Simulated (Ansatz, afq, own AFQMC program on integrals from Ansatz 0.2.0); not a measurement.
# SiGeH₂, triplet → SiGeH$_{2}$, singlet

```xyz
4

Si    0.0000    0.0000    1.6381
Ge    0.0000    0.0000   -0.7039
H     0.0000    1.1919    2.5412
H     0.0000   -1.1919    2.5412
```

Connectivity, by distances: SiH2–Ge.

E(singlet, charge +0) − E(triplet, charge +0) at this geometry, on UHF and RHF determinants.

Basis cc-pVDZ. Only valence electrons are correlated. AFQMC by an in-house program on the Cholesky factors that Ansatz 0.2.0 writes for its CCSD(T) run. The CISD trial takes its coefficients from CCSD amplitudes. Released means that phaseless walkers are propagated on without the constraint, phases kept. ± is one standard error of the sampling. No spin–orbit coupling. The errors of all members are added in quadrature.

No full CI on the walks' own integrals is used here; CCSDT(Q) serves as the reference and is uncertain by about the last step of the cluster series. Each member takes its own surest rung, up to full CI.

Errors are counted within cc-pVDZ, not against nature.

Cautions: inner d shell frozen; no relativity below Rb; no spin-orbit coupling; SiGeH₂ (triplet): another spin lies lower, the ph-AFQMC/CISD walk drifts between its halves (2.5 errors); SiGeH₂ (singlet): restricted determinant unstable towards unrestricted (UHF 310 meV lower, ⟨S²⟩ 1.00), strong correlation (T1 0.021, weight of the determinant 0.83, largest double 0.19), its ph-AFQMC/CISD value lies 43 ± 10 meV above CCSDT(Q).

Reference (CCSDT(Q)): -0.350 eV.

| level | vertical spin gap (eV) | error against CCSDT(Q) (eV) |
| --- | --- | --- |
| HF | 0.451 | 0.802 |
| MP2 | -0.214 | 0.137 |
| CCSD | -0.255 | 0.096 |
| CCSD(T) | -0.339 | 0.012 |
| CCSDT | -0.339 | 0.011 |
| ph-AFQMC/CISD | -0.304 ± 0.018 | 0.046 ± 0.018 |
| released AFQMC | -0.345 ± 0.018 | 0.005 ± 0.018 |

Correlation beyond CCSD(T) takes off 0.012 eV. The perturbative (T) step is worth −0.084 eV. Where the cautions show a poor determinant, the low rows tell how each method copes with it, not its usual error.

A walk keeps the symmetry of its determinant, which the program's search chose and which needn't be the lowest solution, so a lower state of the same spin and another symmetry isn't excluded. Released energies are given only where the last usable release times agree within the noise; a slower fall can still hide under it.
